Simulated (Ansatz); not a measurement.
**SiF2: a ladder of functionals and wavefunction methods**

One table from this session's results is given with a row withheld; the runs are named, their logs left out.

Method: functionals in def2-TZVPP, the program's frozen cores in correlated methods; program: Ansatz 0.2.0, Gaussian basis.

Levels to be run: LDA (SPW92), PBE-D4, revPBE-D4, BLYP-D4, r2SCAN-D4, B97M-V, PBE0-D4, B3LYP-D4, r2SCANh-D4, r2SCAN0-D4, HSE06-D4, BHLYP-D4, CAM-B3LYP-D4, LC-ωPBE, ωB97X-V, ωB97M-V, B2PLYP, PBE-QIDH; CCSD(T)/def2-SVP; CCSD(T)/def2-TZVPP; CCSD(T)/def2-QZVPP; extrapolation to the limit; RPA on PBE.

## The relaxed structure

All runs share one geometry, relaxed beforehand with PBE0-D4 in a triple-zeta def2 set.

3 atoms, charge 0, spin multiplicity 1.

Atoms are counted from 1 here; the program's logs count them from 0.

Bond lengths: F1–Si2 1.601 Å, Si2–F3 1.601 Å. Angles: F1–Si2–F3 100.6°.

Set-up of the first run:

in.yaml

```yaml
crystal:
  periodic: [false, false, false]
  atoms:
    - {symbol: F, position_ang: [0.166332, 1.246764, 0.229357]}
    - {symbol: Si, position_ang: [-0.594911, -0.046399, -0.330074]}
    - {symbol: F, position_ang: [0.428580, -1.200354, 0.100717]}
basis:
  gaussian: {orbitals: def2-TZVPP}
hamiltonian: {xc: lda}
output: {orbitals: {seedname: orbitals}}
```

Launch:

```
ansatz run in.yaml --threads 2 --pin off --events-out ev --progress --plain --max-ram 32768MiB --backend cpu
```

Among the steps run: LDA; PBE-D4 (GGA); revPBE-D4 (GGA); BLYP-D4 (GGA); r2SCAN-D4 (meta-GGA); B97M-V (meta-GGA); B3LYP-D4 (hybrid); r2SCANh-D4 (hybrid); r2SCAN0-D4 (hybrid); HSE06-D4 (hybrid); BHLYP-D4 (hybrid); CAM-B3LYP-D4 (range-separated); LC-ωPBE (range-separated); ωB97X-V (range-separated); ωB97M-V (range-separated); B2PLYP (double hybrid); PBE-QIDH (double hybrid).

One of the session's tables, all rows but one given; the rest of the session is left out.

It belongs to the step «Frontier levels by functional». 

```
  functional  HOMO (eV)  LUMO (eV)  gap (eV)
 LDA (SPW92)      -7.23      -3.14      4.09
      PBE-D4      -7.08      -2.95      4.13
   revPBE-D4      -7.02      -2.89      4.13
     BLYP-D4      -6.98      -2.84      4.15
   r2SCAN-D4      -7.31      -2.86      4.45
      B97M-V      -7.38      -2.82      4.56
     PBE0-D4      -8.30      -2.13      6.18
    B3LYP-D4      -8.13      -2.34      5.79
  r2SCANh-D4          ?          ?         ?
  r2SCAN0-D4      -8.45      -2.06      6.38
    HSE06-D4      -7.89      -2.50      5.39
    BHLYP-D4      -9.43      -1.23      8.19
CAM-B3LYP-D4      -9.69      -1.02      8.67
     LC-ωPBE     -10.98       0.14     11.12
     ωB97X-V     -10.64       0.05     10.68
     ωB97M-V     -10.49      -0.05     10.44
```

Q: Estimate the row for r2SCANh-D4 from the others.

Worked estimate for «HOMO (eV)». Against the share of exact exchange, r2SCAN-D4 (0, -7.31), r2SCAN0-D4 (0.25, -8.45) give a slope of -4.56 per unit share; at 0.1 the line stands at -7.77.

**Answer.** HOMO (eV): -7.77; LUMO (eV): -2.54; gap (eV): 5.23. In «HOMO (eV)» the line misses by 0.00.
